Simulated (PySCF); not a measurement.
**Two-dimensional NMR puzzle**

Compound of formula C2H3FO. Correlations simulated from computed shifts and the bond graph:

HSQC (one-bond C–H):
```csv
δH,δC
2.09,19.9
```

HMBC (two and three bonds, from the bond graph):
```csv
δH,δC
2.09,170.2
```

Carbons without hydrogens: δ 170.2.

PySCF 2.14.0 with density-fitted response routines calculation with NMR shieldings at B97-2/pcSseg-2/GIAO and coordinates at the PBE0-D3(BJ)/def2-TZVP level; non-relativistic Hamiltonian, one averaged value for each set of equivalent atoms, one conformer, in vacuum.

References, each an isolated molecule treated in the same way: ¹H, ¹³C against TMS.

Exchangeable hydrogens are left out of these lists.

Problem. Work out the connectivity.

Solution. SMILES CC(=O)F.

Atoms are numbered as in `[CH3:1][C:2](=[O:3])[F:4]`. Hydrogens are named by the atom that carries them.

- δC 170.2 is C2, a carbonyl carbon.
- δC 19.9 is C1, a methyl carbon α to a carbonyl (δH 2.09).
- HMBC from δH 2.09 reaches the proton-free carbon C2.

Shifts are as computed. Against solution values, carbons near 30 ppm lie about +3 ppm off and those near 130 ppm about +7 ppm. Of 1211 compounds with measured shifts, 218 miss one by over three times the rms of a fit or turn the order of signals round; such compounds aren't used in these exercises.
